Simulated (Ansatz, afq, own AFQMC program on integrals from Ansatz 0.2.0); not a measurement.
**Pd, singlet → Pd, triplet**

A free Pd atom.

E(triplet, charge +0) − E(singlet, charge +0) at this geometry, on RHF and UHF determinants.

Basis def2-SVP with its core potentials. Noble-gas cores (and the filled d shells of Ga–Kr and In–Xe) are frozen. AFQMC by an in-house program on the Cholesky factors that Ansatz 0.2.0 writes for its CCSD(T) run. The CISD trial takes its coefficients from CCSD amplitudes. Released means that phaseless walkers are propagated on without the constraint, phases kept. Error bars are statistical, one sigma. No spin–orbit coupling. The metal's outer-core s and p shells are frozen, which shifts wave-function levels against functionals. The errors of all members are added in quadrature.

No full CI on the walks' own integrals is used here; CCSDTQ serves as the reference and is uncertain by about the last step of the cluster series. Each member takes its own surest rung, up to full CI.

Errors are counted within def2-SVP, not against nature.

Cautions: no spin-orbit coupling; outer-core shells of the metal frozen; Pd (singlet): the released energies have errors that jump between times, so the bars are unsure, so no released level is given (meV from the phaseless value at times in 1/Eh: -26 ± 3 at 0.60, -34 ± 4 at 1.20, 47 ± 62 at 2.00, -14 ± 8 at 3.00, 5 ± 13 at 4.20); Pd (triplet): another spin lies lower, the released energies are still falling, so no released level is given (meV from the phaseless value at times in 1/Eh: -9.1 ± 1.6 at 0.60, -6.4 ± 1.5 at 1.20, -8.4 ± 1.8 at 2.00, -11 ± 3 at 3.00, -19 ± 4 at 4.20), though the last usable value meets CCSDTQ within the noise, CCSDTQ on the ROHF determinant differs (58 meV higher), by its state or its frozen core.

Reference (CCSDTQ): 16.8 kcal/mol.

```json
{"level": "HF", "vertical spin gap (kcal/mol)": "-1.4", "error against CCSDTQ (kcal/mol)": "-18.2"}
{"level": "MP2", "vertical spin gap (kcal/mol)": "21.1", "error against CCSDTQ (kcal/mol)": "4.3"}
{"level": "CCSD", "vertical spin gap (kcal/mol)": "14.8", "error against CCSDTQ (kcal/mol)": "-2.0"}
{"level": "CCSD(T)", "vertical spin gap (kcal/mol)": "17.2", "error against CCSDTQ (kcal/mol)": "0.4"}
{"level": "CCSDT", "vertical spin gap (kcal/mol)": "16.9", "error against CCSDTQ (kcal/mol)": "0.1"}
{"level": "CCSDT(Q)", "vertical spin gap (kcal/mol)": "16.6", "error against CCSDTQ (kcal/mol)": "-0.2"}
{"level": "ph-AFQMC/HF", "vertical spin gap (kcal/mol)": "25.0 ± 0.7", "error against CCSDTQ (kcal/mol)": "8.1 ± 0.7"}
{"level": "ph-AFQMC/CISD", "vertical spin gap (kcal/mol)": "17.3 ± 0.06", "error against CCSDTQ (kcal/mol)": "0.5 ± 0.06"}
```

Correlation beyond CCSD(T) takes off 0.4 kcal/mol. The perturbative (T) step is worth +2.4 kcal/mol.

CCSDT and higher add their correlation energy to the determinant of the CCSD(T) run, since their own runs factorise the integrals more tightly (a shift of under 2 meV). A walk keeps the symmetry of its determinant, which the program's search chose and which needn't be the lowest solution, so a lower state of the same spin and another symmetry isn't excluded.
